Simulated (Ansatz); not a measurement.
C2H5FOS (`FCOCS`). Total charge 0; spin multiplicity 1.

Z-matrix (Å, degrees):
```
C
O 1 1.367
F 1 1.382 2 111.3
H 1 1.099 2 112.0 3 -119.0
H 1 1.091 2 107.4 3 117.9
C 2 1.414 1 113.7 3 70.5
S 6 1.788 2 111.0 1 169.1
H 6 1.097 2 110.2 1 52.1
H 6 1.091 2 110.6 1 -68.2
H 7 1.342 6 96.4 2 74.9
```

Problem. List the harmonic frequencies (cm⁻¹, unscaled) at PBE0-D4/def2-TZVP in Ansatz. (An estimate is asked.)

Solution. Ansatz gave: 42, 137, 242, 300, 356, 585, 764, 838, 978, 1035, 1068, 1174, 1198, 1261, 1296, 1360, 1438, 1482, 1514, 2714, 3018, 3036, 3114, 3133.

Problem. Is this a minimum?

Solution. Yes, all 24 modes are real.

Problem. Give the ideal-gas thermochemistry at 298.15 K and 1 bar (rigid rotor, harmonic oscillator; point group C1, symmetry number 1).

Solution. Zero-point energy 191.9 kJ/mol; H(298) − E = 210.5 kJ/mol; entropy 334.1 J/(mol·K), of which translation 165.8, rotation 110.9, vibration 57.4; G(298) − E = 110.9 kJ/mol. Modes under 100 cm⁻¹ are hindered rotations or soft bends, so the harmonic entropy is rough.

Problem. And at 400, 500, 600, 800 and 1000 K?

Solution. 
| T (K) | H − E (kJ/mol) | S (J/mol/K) | G − E (kJ/mol) |
| --- | --- | --- | --- |
| 400 | 220.6 | 363.1 | 75.4 |
| 500 | 232.4 | 389.3 | 37.7 |
| 600 | 245.7 | 413.5 | -2.4 |
| 800 | 276.1 | 457.1 | -89.6 |
| 1000 | 310.2 | 495.0 | -184.9 |

Problem. Rotational constants (cm⁻¹)?

Solution. 0.5323, 0.05347, 0.05145.
